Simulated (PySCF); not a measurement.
Isomers of C4H4FN. Method: PBE0-D3(BJ)/def2-SVP geometry optimisation, gas phase (PySCF 2.14.0). One conformer each; no zero-point energy, no entropy. No frequencies were run at this level. Point groups hold within 0.08 Å.

Question: Order them by energy at this level, lowest first, and give relative energies in kJ/mol.
A. `[H]/N=C\C#CCF`
B. `C/C=C(\F)C#N`
C. `[N:1]#[C:2][CH2:3]/[CH:4]=[CH:5]/[F:6]` with C2–C3–C4–C5 -120°

Answer: B (0.0), C (12.1), A (150.2).

As drawn, the lowest has a C≡N group and a C=C bond outside aromatic rings, which the highest lacks; the highest has a C≡C bond, a C=N bond and an N–H bond, which the lowest lacks.

| SMILES | E (Eh) | E rel (kJ/mol) | dipole (D) | point group | A, B, C (MHz) |
| --- | --- | --- | --- | --- | --- |
| C/C=C(\F)C#N | -308.80918 | 0.0 | 4.02 | – | 8434, 2280, 1815 |
| N#CC/C=C/F | -308.80457 | 12.1 | 3.50 | C1 | 14123, 1459, 1389 |
| [H]/N=C\C#CCF | -308.75197 | 150.2 | 2.28 | – | 22796, 1267, 1209 |

Question: How do the relative energies change in single points at PBE0/pcSseg-1 (no added dispersion term) on the same geometries?

Answer: 
```
       SMILES  PBE0-D3(BJ)/def2-SVP (kJ/mol)  PBE0/pcSseg-1 (kJ/mol)  shift
 C/C=C(\F)C#N                            0.0                     0.0    0.0
   N#CC/C=C/F                           12.1                    10.3   -1.8
[H]/N=C\C#CCF                          150.2                   148.0   -2.2
```

Each column counts from its own lowest isomer. The order is unchanged; the largest shift is 2.2 kJ/mol.
